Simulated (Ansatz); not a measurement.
Reaction (formal loss of a carbene): `C=C(C)CCC` → `C=CCCC` + `[CH2]` (triplet)

Isolated molecules relaxed with PBE0-D4/def2-TZVP in Ansatz; ΔE leaves out vibrations. CBS: MP2 limit from def2 TZ/QZ plus the TZ coupled-cluster correction, frozen cores. This one scheme is used for every species. Functionals use def2-TZVPP. B3LYP here is the variant with VWN-RPA as its local correlation; programs differ in this. HSE06 is defined as in plane-wave codes. Triplets are unrestricted, without spin–orbit coupling. One conformer a species, not always the lowest.

```json
{"level": "B3LYP-D4", "ΔE (kJ/mol)": "440.2", "difference from CCSD(T)/CBS": "-8.0"}
{"level": "HSE06-D4", "ΔE (kJ/mol)": "446.6", "difference from CCSD(T)/CBS": "-1.6"}
{"level": "CAM-B3LYP-D4", "ΔE (kJ/mol)": "444.8", "difference from CCSD(T)/CBS": "-3.4"}
{"level": "PBE", "ΔE (kJ/mol)": "446.2", "difference from CCSD(T)/CBS": "-2.0"}
{"level": "BLYP", "ΔE (kJ/mol)": "421.9", "difference from CCSD(T)/CBS": "-26.3"}
{"level": "B3LYP", "ΔE (kJ/mol)": "426.9", "difference from CCSD(T)/CBS": "-21.3"}
{"level": "MP2/def2-SVP", "ΔE (kJ/mol)": "443.4", "difference from CCSD(T)/CBS": "-4.8"}
{"level": "HF/def2-TZVPP", "ΔE (kJ/mol)": "294.9", "difference from CCSD(T)/CBS": "-153.3"}
{"level": "HF/def2-QZVPP", "ΔE (kJ/mol)": "294.9", "difference from CCSD(T)/CBS": "-153.3"}
{"level": "SCS-MP2/def2-QZVPP", "ΔE (kJ/mol)": "458.2", "difference from CCSD(T)/CBS": "10.0"}
{"level": "CCSD(T)/CBS", "ΔE (kJ/mol)": "448.2", "difference from CCSD(T)/CBS": "0"}
```

Largest T1 diagnostic among the species: 0.011.

From PBE to PBE0 (25 % exact exchange), in def2-TZVPP and without D4, ΔE moves by −7.1 kJ/mol. Leaving LDA and LC-ωPBE aside and taking each functional with its dispersion term where it has one, the values, not all of them listed here, spread over 36.0 kJ/mol, from r2SCAN0-D4 to ωB97X-V. LDA lies +79.5 kJ/mol from PBE without D4. The D4 term adds +13.4 kJ/mol with B3LYP and +7.4 kJ/mol with PBE0; it sums over pairs of atoms, weighted by their polarisabilities, and B3LYP, whose exchange is more repulsive, gets the larger term.
